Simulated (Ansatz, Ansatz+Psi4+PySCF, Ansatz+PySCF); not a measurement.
```xyz
8

C     1.0048   -0.5683    0.0000
C     0.0000    0.5887    0.0000
O    -1.2601    0.0007    0.0000
H     0.1470    1.2047    0.8965
H     0.1470    1.2047   -0.8965
H     2.0194   -0.1641    0.0000
H     0.8693   -1.1868    0.8881
H     0.8693   -1.1868   -0.8881
```

Basis set: cc-pVTZ (spherical functions). Left uncorrelated: 3 orbitals. Correlation on ROHF uses semicanonical orbitals with singles. Charge 0, multiplicity 2.

Computed with Ansatz (development build ahead of 0.2.0); free ground-state atoms in the same class of orbitals, no zero-point energy, no relativity.

The atomization energy of doublet C₂H₅O from measured heats of formation, zero-point and thermal terms removed is 30.210 eV (G2/97 set, Curtiss et al., J. Chem. Phys. 106, 1063 (1997), as shipped with ASE); it holds spin-orbit and other relativistic effects.

**Question.** How far do ROHF-CCSD(T), ROHF-MP2, UHF-MP2, UHF, ROHF miss it in this basis?

**Answer.**

| method | atomization energy (eV) | computed − measured (eV) |
| --- | --- | --- |
| ROHF-CCSD(T) | 29.492 | -0.718 |
| ROHF-MP2 | 29.636 | -0.574 |
| UHF-MP2 | 29.622 | -0.588 |
| UHF | 22.431 | -7.779 |
| ROHF | 22.711 | -7.499 |

Caution for ROHF-MP2, UHF-MP2: forces differ strongly between restricted and unrestricted references.
